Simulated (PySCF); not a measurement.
Structure problem from calculated spectra and properties.

Formula: C4H12P2.

* UV, first state: lowest singlet excitation: 5.59 eV (222 nm, f = 0.141) [TDDFT CAM-B3LYP/def2-SVPD]
* Polarisability: 105.0 au [CAM-B3LYP/def2-SVPD]
* Valence photoelectron: vertical ionisation energy: 8.44 eV [ΔSCF CAM-B3LYP/def2-SVPD]
* Rotational structure: rotational constants A, B, C: 3.421, 1.432, 1.323 GHz [PBE0-D3(BJ)/def2-SVP]
* 13C NMR: chemical shifts (computed TMS as zero) by class: 32.8 (1 C), 32.2 (3 C) ppm [GIAO PBE/pcSseg-1]
* XPS: P2p3/2 135.9, P2p3/2 136.2, C1s 290.4 (×3), C1s 290.5, P1s 2149.5, P1s 2149.8 eV [ΔSCF SCAN, pcX-2 on the ionised atom, pcseg-1 elsewhere, spin-free X2C, 2p3/2 from a spin–orbit splitting computed afterwards within the 2p shell]

Electronic properties: PySCF, gas phase, density fitting. Levels stand in brackets. One conformer (not necessarily the lowest) at the PBE0-D3(BJ)/def2-SVP geometry, without solvent, vibrations or thermal averaging. NMR classes are plain means over equivalent atoms (diastereotopic ones count apart unless rotation or inversion swaps them), as if these changed places fast.

Problem. What is the compound? Reason from the data.

Solution. Numbering: `[CH3:1][C:2]([CH3:3])([CH3:4])[PH:5][PH2:6]`. 4 carbons fall into 2 classes; from least to most shielded: sp3 carbon bound to phosphorus [C2] (32.8 ppm), methyl carbon [C1/C3/C4] (32.2 ppm, 3 C, up to 5.2 ppm apart in this geometry). The core levels belong to: P2p3/2 135.9 eV, three-coordinate phosphorus [P5]; P2p3/2 136.2 eV, three-coordinate phosphorus [P6]; C1s 290.4 eV, methyl carbon [C1/C3/C4]; C1s 290.5 eV, sp3 carbon bound to phosphorus [C2]; P1s 2149.5 eV, three-coordinate phosphorus [P5]; P1s 2149.8 eV, three-coordinate phosphorus [P6]. One atom of each topological class was ionised and stands for its class. The first electron is taken from the HOMO, whose largest Löwdin shares are 0.45 on a three-coordinate phosphorus, 0.32 on a three-coordinate phosphorus and 0.07 on the sp3 carbon bound to phosphorus. The optimised geometry has point group C1 and is an asymmetric top. Structure: `CC(PP)(C)C`. Computed isomers that give other values at the same levels: `C=[P@@](C)(P)CC` (rotational constant A: 2.059 GHz; this holds for the one conformer computed); `CP(C)P(C)C` (static isotropic polarisability: 106.7 au). The assignments are read from this structure; whether some other isomer fits the data as well wasn't checked.

Conformer computed: `[CH3:1][C:2]([CH3:3])([CH3:4])[PH:5][PH2:6]`: C1–C2–P5–P6 54°, H–P6–P5–C2 -158°, H–P6–P5–C2 109°.
